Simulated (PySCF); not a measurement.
Gas-phase reaction: SiH4 + SiHCl3 = 2 SiH2Cl + HCl

Method: PySCF energies (xtb for GFN2) plus ideal-gas RRHO corrections (1 bar). † marks an energy on the PBE0/def2-TZVP geometry and frequencies; other levels use their own. MP2 and CCSD(T) freeze the core. Open shells (unrestricted): SiH2Cl (multiplicity 2); the rest are closed-shell singlets. GFN2 has no spin-polarisation term. SiH2Cl: computed as isolated molecules; such fragments, hydroxides, amides, oligomers or adducts are transient or little studied in the gas. MP2 isn't extrapolated to the basis-set limit; its ΔH°(298 K) is 414.6 kJ in def2-SVP and 428.4 kJ in def2-TZVPP. CCSD(T) isn't extrapolated to the basis-set limit; its ΔH°(298 K) is 404.6 kJ in def2-SVP and 415.5 kJ in def2-TZVPP. The harmonic model lacks anharmonicity and excited electronic states, which grow with temperature; levels with a mode under 35 cm⁻¹ are left out.

```tsv
level	ΔE electronic, kJ	ΔH°(298 K), kJ	ΔS°(298 K), J/K	ΔG°(1200 K), kJ
BLYP/def2-TZVP†	388	378	192	149
CCSD(T)/def2-TZVPP†	425	415	192	187
GFN2-xTB	437	427	188	204
MP2/def2-SVP†	424	415	192	186
PBE0/def2-QZVP†	404	394	192	165
PBE0/def2-SVP†	411	401	192	172
```
ΔH° is lowest at BLYP/def2-TZVP† and highest at GFN2-xTB. No reference value is set beside these.
